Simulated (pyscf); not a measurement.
Thermochemistry of product channels of `[SH][Zn][SH]` on the singlet surface, in eV, from ωB97M-D3(BJ)/def2-TZVP energies (ideal gas, 1 atm, RRHO with modes under 100 cm⁻¹ raised to 100, one conformer, R ln 2 for rigid chiral ones). Single points on ωB97X-D3(BJ)/def2-SVP structures (PySCF, gas phase).

```tsv
products	ΔE	ΔH(298 K)	ΔG(600 K)	ΔG(1200 K)
`[S]1[S][Zn]1` + `[H][H]`	+3.85	+3.73	+3.12	+2.52
`[SH2]` + `[S]=[Zn]`	+3.32	+3.29	+2.54	+1.85
`[SH][S][ZnH]`	+1.41	+1.38	+1.41	+1.44
```

These are energies of the channels, which say nothing of barriers. Elements up to Kr have no core potential and no relativistic terms here.
